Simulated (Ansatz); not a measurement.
fcc Rh, relaxed in Ansatz (plane waves) with several semilocal functionals. Each gives its own volume and its own elastic constant C11:

| level | V0 (Å³/atom) | elastic constant C11 (GPa) | ln V0 | ln C11 |
|---|---|---|---|---|
| LDA | 13.222 | 502.5 | 2.5819 | 6.2196 |
| PBEsol | 13.501 | 470.7 | 2.6028 | 6.1542 |
| PBE | 14.044 | 412.0 | 2.6422 | 6.0210 |

Fit a straight line to ln C11 against ln V0. What does it predict for r²SCAN, whose volume is 13.718 Å³/atom?

With x = ln V0 and y = ln C11: means 2.60897 and 6.13160; Σ(Δx Δy) = -0.006197, Σ(Δx²) = 0.001875, so the slope is -3.31. At x = 2.6187 the line gives y = 6.13160 + (-3.31) × (2.6187 − 2.60897) = 6.0994, or 445.6 GPa. The run with r²SCAN gives 447.3 GPa, +0.4 % from the line. The rows used scatter about it by up to 0.2 %, while the largest value lies 22 % above the smallest.

Measured: 413 GPa (measured, temperature not stated, no zero-point or thermal correction; as tabulated in Mehl and Papaconstantopoulos (1996), arXiv:mtrl-th/9602003).

The crystal itself was run without spin with r²SCAN; a magnetic state was not tried in these runs.

Ansatz's density-functional and Hartree–Fock values are scalar-relativistic unless marked +SOC, with PAW data made under PBE.

Ansatz is an electronic-structure program.
